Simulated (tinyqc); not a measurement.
Worked calculation: UKS/LDA (PW92) in the sto-3g basis, for CH, spin multiplicity 4. One step of it, computed by the program tinyqc.

Problem. Iteration 1: diagonalisation and new density. Diagonalise F' = X^T F X, C = X C', fill 5 alpha and 2 beta electrons from the bottom; D(s) = C_occ C_occ^T. Each column has its largest component positive (the first on a tie).

F(alpha) (hartree):
```
             1C 1s      1C 2s     1C 2px     1C 2py     1C 2pz      2H 1s
1C 1s   -13.894844  -3.343252   0.000000   0.000000   0.006528  -1.035230
1C 2s    -3.343252  -1.831807   0.000000   0.000000   0.022028  -0.764124
1C 2px    0.000000   0.000000  -0.791492  -0.012442   0.000000   0.000000
1C 2py    0.000000   0.000000  -0.012442  -0.734822   0.000000   0.000000
1C 2pz    0.006528   0.022028   0.000000   0.000000  -0.831129  -0.332283
2H 1s    -1.035230  -0.764124   0.000000   0.000000  -0.332283  -0.265408
```

F(beta) (hartree):
```
             1C 1s      1C 2s     1C 2px     1C 2py     1C 2pz      2H 1s
1C 1s   -13.581399  -3.283109   0.000000   0.000000   0.006613  -1.016323
1C 2s    -3.283109  -1.664205   0.000000   0.000000   0.014137  -0.696859
1C 2px    0.000000   0.000000  -0.592572   0.004674   0.000000   0.000000
1C 2py    0.000000   0.000000   0.004674  -0.623680   0.000000   0.000000
1C 2pz    0.006613   0.014137   0.000000   0.000000  -0.639494  -0.281088
2H 1s    -1.016323  -0.696859   0.000000   0.000000  -0.281088  -0.210749
```

X:
```
                1          2          3         4          5         6
1C 1s    0.217552   0.798943   0.000000  0.000000   0.596650  0.180360
1C 2s   -1.067540  -0.524722   0.000000  0.000000   0.397849  0.410117
1C 2px   0.000000   0.000000  -0.640779  0.767725   0.000000  0.000000
1C 2py   0.000000   0.000000   0.767725  0.640779   0.000000  0.000000
1C 2pz  -0.909472   0.520938   0.000000  0.000000  -0.575795  0.322393
2H 1s    1.363301  -0.190856   0.000000  0.000000  -0.167793  0.507434
```

Give: F' = X^T F X; orbital energies; coefficients C; F' = X^T F X; orbital energies; coefficients C; D(alpha) after iteration 1; D(beta) after iteration 1.

Solution.

F' = X^T F X (alpha) (hartree):
```
        1       2       3       4       5       6
1   0.101  -0.738   0.000   0.000  -0.704   0.271
2  -0.738  -6.584   0.000   0.000  -5.766  -2.686
3   0.000   0.000  -0.746   0.026   0.000   0.000
4   0.000   0.000   0.026  -0.780   0.000   0.000
5  -0.704  -5.766   0.000   0.000  -6.876  -2.946
6   0.271  -2.686   0.000   0.000  -2.946  -2.019
```

orbital energies (alpha) (hartree): MO1 -13.896, MO2 -1.099, MO3 -0.838, MO4 -0.794, MO5 -0.732, MO6 0.456

coefficients C (alpha):
```
           MO1     MO2     MO3    MO4     MO5     MO6
1C 1s    1.003  -0.251  -0.021  0.000   0.000   0.076
1C 2s   -0.012   1.064   0.127  0.000   0.000  -0.770
1C 2px   0.000   0.000   0.000  0.979  -0.205   0.000
1C 2py   0.000   0.000   0.000  0.205   0.979   0.000
1C 2pz  -0.004  -0.032   1.054  0.000   0.000  -0.650
2H 1s    0.006  -0.062  -0.118  0.000   0.000   1.471
```

F' = X^T F X (beta) (hartree):
```
        1       2       3       4       5       6
1   0.212  -0.722   0.000   0.000  -0.651   0.198
2  -0.722  -6.332   0.000   0.000  -5.714  -2.642
3   0.000   0.000  -0.616  -0.014   0.000   0.000
4   0.000   0.000  -0.014  -0.601   0.000   0.000
5  -0.651  -5.714   0.000   0.000  -6.644  -2.909
6   0.198  -2.642   0.000   0.000  -2.909  -1.892
```

orbital energies (beta) (hartree): MO1 -13.582, MO2 -0.929, MO3 -0.641, MO4 -0.624, MO5 -0.592, MO6 0.497

coefficients C (beta):
```
           MO1     MO2     MO3     MO4    MO5     MO6
1C 1s    1.002  -0.251  -0.013   0.000  0.000   0.081
1C 2s   -0.011   1.054   0.072   0.000  0.000  -0.791
1C 2px   0.000   0.000   0.000  -0.145  0.989   0.000
1C 2py   0.000   0.000   0.000   0.989  0.145   0.000
1C 2pz  -0.003  -0.020   1.026   0.000  0.000  -0.693
2H 1s    0.006  -0.041  -0.056   0.000  0.000   1.475
```

D(alpha) after iteration 1:
```
         1C 1s   1C 2s  1C 2px  1C 2py  1C 2pz   2H 1s
1C 1s    1.068  -0.282   0.000   0.000  -0.018   0.024
1C 2s   -0.282   1.148   0.000   0.000   0.100  -0.081
1C 2px   0.000   0.000   1.000   0.000   0.000   0.000
1C 2py   0.000   0.000   0.000   1.000   0.000   0.000
1C 2pz  -0.018   0.100   0.000   0.000   1.111  -0.123
2H 1s    0.024  -0.081   0.000   0.000  -0.123   0.018
```

D(beta) after iteration 1:
```
         1C 1s   1C 2s  1C 2px  1C 2py  1C 2pz   2H 1s
1C 1s    1.068  -0.276   0.000   0.000   0.002   0.016
1C 2s   -0.276   1.111   0.000   0.000  -0.021  -0.044
1C 2px   0.000   0.000   0.000   0.000   0.000   0.000
1C 2py   0.000   0.000   0.000   0.000   0.000   0.000
1C 2pz   0.002  -0.021   0.000   0.000   0.000   0.001
2H 1s    0.016  -0.044   0.000   0.000   0.001   0.002
```
